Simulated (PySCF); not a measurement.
Gas-phase reaction: 2 H2CSiH2 + C2H6 ⇌ vinylsilane + ethylsilane

Method: PySCF energies plus ideal-gas RRHO corrections (1 bar). † marks an energy on the PBE0/def2-TZVP geometry and frequencies; other levels use their own. 6-31G* has spherical d functions here. All species are closed-shell singlets. B3LYP is the form with VWN-RPA correlation. H2CSiH2: computed as isolated molecules; such fragments, hydroxides, amides, oligomers or adducts are transient or little studied in the gas. The harmonic model lacks anharmonicity and excited electronic states, which grow with temperature; levels with a mode under 35 cm⁻¹ are left out. Internal rotation in C2H6, vinylsilane, ethylsilane is treated as a harmonic vibration of one conformer, which makes the entropy rough.

ΔH° and ΔS° at 298 K: B3LYP/def2-TZVP† -230 kJ, -133 J/K; HF/6-31G* -293 kJ, -135 J/K; PBE0/def2-QZVP† -246 kJ, -133 J/K; r2SCAN/def2-TZVP† -242 kJ, -133 J/K.

Problem. With the heat capacities included, give log10 K (1 bar) at 800, 1000, 1200, 1600, 1800 K from B3LYP/def2-TZVP†, HF/6-31G*, PBE0/def2-QZVP†, r2SCAN/def2-TZVP†.

Solution. 
```json
[
 {"T (K)": "800", "B3LYP/def2-TZVP†": "8.1", "HF/6-31G*": "12.1", "PBE0/def2-QZVP†": "9.2", "r2SCAN/def2-TZVP†": "8.9"},
 {"T (K)": "1000", "B3LYP/def2-TZVP†": "5.2", "HF/6-31G*": "8.4", "PBE0/def2-QZVP†": "6.0", "r2SCAN/def2-TZVP†": "5.8"},
 {"T (K)": "1200", "B3LYP/def2-TZVP†": "3.3", "HF/6-31G*": "5.9", "PBE0/def2-QZVP†": "4.0", "r2SCAN/def2-TZVP†": "3.8"},
 {"T (K)": "1600", "B3LYP/def2-TZVP†": "0.9", "HF/6-31G*": "2.9", "PBE0/def2-QZVP†": "1.4", "r2SCAN/def2-TZVP†": "1.3"},
 {"T (K)": "1800", "B3LYP/def2-TZVP†": "0.2", "HF/6-31G*": "1.9", "PBE0/def2-QZVP†": "0.6", "r2SCAN/def2-TZVP†": "0.5"}
]
```
